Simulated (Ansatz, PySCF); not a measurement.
Species: C$_{2}$H$_{3}$O, charge 0, doublet. C2H3O (SMILES C[C]=O, doublet).
B3LYP-D3(BJ)/def2-TZVP minimum from Ansatz (a quantum-chemistry and plane-wave program):
```xyz
6

C     -0.9717    -0.6516    -0.0052
C      0.0062     0.4945     0.0051
H     -0.4534    -1.6140    -0.0159
H     -1.6108    -0.5706     0.8749
H     -1.6134    -0.5526    -0.8815
O      1.1838     0.4600     0.0029
```
Charge 0, spin multiplicity 2.

Total energies in hartree (Ansatz). Radicals and triplets start from unrestricted determinants; spin-orbit coupling is neglected. Correlated methods leave the cores frozen. No relativity. Where a partner has so few electrons that a lower coupled-cluster level is exact, that level stands in.

```tsv
species	HF/cc-pVTZ	CCSD(T)/cc-pVTZ	HF/cc-pVQZ	CCSD(T)/cc-pVQZ	CCSD(T)/cc-pVDZ	CCSDT(Q)/cc-pVDZ
1: C2H3O (SMILES O=[C]C, doublet)	-152.35621	-152.93577	-152.36765	-152.98170	-152.78454	-152.78679
2: C (triplet)	-37.69157	-37.78076	-37.69331	-37.78654	-37.76038	-37.76071
3: H (doublet)	-0.49981	-0.49981	-0.49995	-0.49995	-0.49928	-0.49928
4: O (triplet)	-74.81176	-74.97396	-74.81729	-74.99357	-74.90995	-74.91013
```

Work out the enthalpy of formation at 298 K (by atomisation, with ideal-gas terms from PySCF's Hessian at B3LYP-D3(BJ)/def2-TZVP and the atoms' measured values of the G2/97 table; no spin-orbit terms) in kJ/mol: take Hartree-Fock from cc-pVQZ, extrapolate the CCSD(T) correlation energy as X^-3 (X = 3, 4), and add CCSDT(Q) - CCSD(T) in cc-pVDZ. The further terms named in the bracket sum to +0.92325 hartree. 1 hartree = 2625.5 kJ/mol.


Species 1: correlation (64·(-0.61405) - 27·(-0.57956))/37 = -0.63922; step -0.00225; E1 = -152.36765 + (-0.63922) + (-0.00225) = -153.00912
Species 2: correlation (64·(-0.09323) - 27·(-0.08919))/37 = -0.09618; step -0.00033; E2 = -37.69331 + (-0.09618) + (-0.00033) = -37.78982
Species 3: correlation (64·(0.00000) - 27·(0.00000))/37 = 0.00000; step +0.00000; E3 = -0.49995 + (0.00000) + (+0.00000) = -0.49995
Species 4: correlation (64·(-0.17628) - 27·(-0.16220))/37 = -0.18655; step -0.00018; E4 = -74.81729 + (-0.18655) + (-0.00018) = -75.00402
+1·E1 -2·E2 -3·E3 -1·E4 +0.92325 = -0.00236 hartree = -6.2 kJ/mol. Measured: -2.3 kcal/mol, -9.7 kJ/mol (Active Thermochemical Tables 1.112 (ions: stationary electron), as tabulated in the package chemicals); atomic spin-orbit terms, which the calculations lack, would raise the computed values. The composite differs from it by +3.5 kJ/mol; core, relativistic and spin-orbit terms are not in it.
